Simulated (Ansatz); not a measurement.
Geometry optimisation, RKS PBE0-D4/def2-mTZVP in Ansatz.

The input (input.yaml):

```yaml
crystal:
  periodic: [false, false, false]
  atoms:
    - { symbol: O, position_ang: [-0.22761, 1.6571, -1.32635] }
    - { symbol: C, position_ang: [-0.54468, 0.69822, -0.4886] }
    - { symbol: C, position_ang: [0.40167, -0.1082, 0.02166] }
    - { symbol: S, position_ang: [-0.0534, -1.39489, 1.15183] }
    - { symbol: H, position_ang: [-0.98122, 2.18006, -1.63438] }
    - { symbol: H, position_ang: [-1.58635, 0.56164, -0.20761] }
    - { symbol: H, position_ang: [1.44308, -0.00389, -0.23119] }
    - { symbol: H, position_ang: [0.88634, -1.17795, 2.10658] }
    - { symbol: H, position_ang: [0.66216, -2.41209, 0.60805] }
total_charge: 1
basis:
  gaussian: { orbitals: def2-mTZVP }
hamiltonian:
  xc: pbe0
  dispersion: d4
relax:
  f_tol: 0.015
  max_steps: 40
```

Command:

```bash
$ ansatz run input.yaml --threads 2 --pin off --max-ram 3072MiB --backend cpu --events-out ev --progress --plain --runs-dir out
```

Problem. Where does it end, and by what steps?

Solution. The forces met the threshold. Limits of this set-up: the dipole of an ion depends on the origin. After 4 steps the energy has fallen by 0.052 eV; S4 moved furthest, 0.08 Å.

```tsv
step	energy less start (eV)	largest force component (eV/Å)	accepted
0	0.0000	0.668	yes
1	-0.0397	0.392	yes
2	-0.0512	0.140	yes
3	-0.0522	0.038	yes
4	-0.0523	0.010	yes
```

```xyz
9
Properties=species:S:1:pos:R:3
O -0.242 1.659 -1.326
C -0.526 0.692 -0.486
C 0.457 -0.088 0.001
S -0.030 -1.339 1.106
H -1.031 2.146 -1.602
H -1.567 0.547 -0.203
H 1.502 0.024 -0.256
H 0.839 -1.193 2.146
H 0.597 -2.447 0.621
```

Run time: 12 s on 2 threads of Arm Neoverse V1, on a shared host, peak memory 0.19 GiB.
